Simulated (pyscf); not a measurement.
H₃Si–In=AsH (SMILES [SiH3][In]=[AsH]) + H₂ (SMILES [H][H]) → H₂As–In (SMILES [AsH2][In]) [singlet] + SiH₄ (SMILES [SiH4]), a concerted two-bond exchange (singlet surface; In–Si, H–H broken, As–H, H–Si formed). Optimised with ωB97X-D3(BJ)/def2-SVP in PySCF. Energies in kcal/mol from the separated reactants.

GFN2-xTB: tblite. 

Task: In single points GFN2-xTB puts the saddle at 4.1 kcal/mol and the reaction energy at -43.3 kcal/mol. Should these be trusted to within a few kcal/mol? Compare with ωB97M-D3(BJ)/def2-TZVP.

Result: ωB97M-D3(BJ)/def2-TZVP gives ΔE‡ = 42.2 kcal/mol and ΔE = -20.7 kcal/mol. GFN2-xTB lies 38.0 kcal/mol under it in the barrier and 22.6 kcal/mol under it in the reaction energy, so on this step it does not hold to within 3.0 kcal/mol. ωB97M-D3(BJ)/def2-TZVP has limits of its own. On the product side the descent ends in a complex (not fully relaxed), 5.2 kcal/mol under the separated species and 64.5 kcal/mol under the saddle at ωB97X-D3(BJ)/def2-TZVP. At ωB97X-D3(BJ)/def2-TZVP the barrier from the zero used here is 45.8 kcal/mol. This is the saddle that the search found; another between the same sides may lie lower. In the def2 sets elements up to Kr have no core potential. In the def2 sets elements past Kr carry core potentials, without spin-orbit coupling.
